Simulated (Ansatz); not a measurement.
## A ladder of methods for PO (SMILES O=[P])

PO: 2 atoms, total charge 0, spin state doublet. As SMILES, `O=[P]`. Geometry: relaxed at GFN2-xTB.

```xyz
2

O     0.0000    0.0000    0.0000
P     0.0000    0.0000    1.4551
```

Quantity: the vertical ionisation energy (to the singlet cation), in eV. The values are calculated.

| level | kind | program | value (eV) | less FCI/STO-3G |
| --- | --- | --- | --- | --- |
| UHF/STO-3G | Hartree–Fock | Ansatz | 5.27 | +1.82 |
| USVWN5/STO-3G | LDA | Ansatz | 4.82 | +1.37 |
| UBLYP/STO-3G | GGA | Ansatz | 4.67 | +1.22 |
| U-r2SCAN/STO-3G | meta-GGA | Ansatz | 4.98 | +1.53 |
| U-r2SCAN0/STO-3G | hybrid meta-GGA | Ansatz | 5.22 | +1.77 |
| UBHLYP/STO-3G | global hybrid | Ansatz | 5.23 | +1.78 |
| UMP2/STO-3G | perturbation theory | Ansatz | 1.77 | -1.68 |
| UCCSD/STO-3G | coupled cluster or CI | Ansatz | 3.75 | +0.30 |
| FCI/STO-3G | exact in the basis | Ansatz | 3.45 | 0.00 |

FCI/STO-3G is exact within its basis and frozen core, so for wave-function methods in that basis the difference is their error; functionals converge differently with the basis, so for them it is only a difference. The values span 1.77 to 5.27 eV. Spin contamination of the reference (⟨S²⟩ at least 0.1 too high) touches UHF/STO-3G, UMP2/STO-3G, UCCSD/STO-3G. All rows use very small basis sets, so even the best lies far from the true value.
